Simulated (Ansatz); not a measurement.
# SiO: basis-set convergence

One table from this session's results is given with a row withheld; the runs are named, their logs left out.

The runs use Ansatz 0.2.0, Gaussian basis; one geometry, several basis sets.

The runs, in order: PBE0-D4/def2-SVP; ωB97M-V/def2-SVP; PBE0-D4/def2-QZVPP; ωB97M-V/def2-QZVPP; CCSD(T)/cc-pV(D+d)Z; CCSD(T)/cc-pV(T+d)Z; CCSD(T)/cc-pV(Q+d)Z; the functionals' def2-TZVPP values are taken from earlier runs.

### Structure used throughout

All runs share one geometry, relaxed beforehand with PBE0-D4 in a triple-zeta def2 set.

2 atoms, charge 0, spin multiplicity 1.

Atoms are counted from 1 here; the program's logs count them from 0.

Bond lengths: O1–Si2 1.509 Å.

Geometry (Å):

```xyz
2
OSi
O     0.6441   -0.2110    0.3311
Si   -0.6441    0.2110   -0.3311
```

Set-up of the first run:

File in.yaml:

```yaml
crystal:
  periodic: [false, false, false]
  atoms:
    - {symbol: O, position_ang: [0.644100, -0.211040, 0.331100]}
    - {symbol: Si, position_ang: [-0.644100, 0.211040, -0.331100]}
basis:
  gaussian: {orbitals: def2-SVP}
hamiltonian: {xc: pbe0, dispersion: d4}
output: {orbitals: {seedname: orbitals}}
```

Command:

```sh
$ ansatz run in.yaml --threads 2 --pin off --events-out ev --progress --plain --max-ram 20480MiB --backend cpu
```

Steps of the session up to this table: PBE0-D4 in def2-SVP; ωB97M-V in def2-SVP; PBE0-D4 in def2-QZVPP; ωB97M-V in def2-QZVPP.

One table of the session follows, with a row left open; its other results are not shown here.

It belongs to the step «Density functionals: the series». 

| functional | basis | HOMO (eV) | LUMO (eV) |
| --- | --- | --- | --- |
| PBE0-D4 | def2-SVP | -8.68 | -1.68 |
| PBE0-D4 | def2-TZVPP | -8.78 | -1.94 |
| PBE0-D4 | def2-QZVPP | -8.81 | -2.02 |
| ωB97M-V | def2-SVP | -10.88 | 0.53 |
| ωB97M-V | def2-TZVPP | -11.01 | 0.12 |
| ωB97M-V | def2-QZVPP | ? | ? |

**Question.** Estimate the row for ωB97M-V, def2-QZVPP.

**Answer.** HOMO (eV): -11.05; LUMO (eV): -0.06. In the column «HOMO (eV)» it is the lowest.
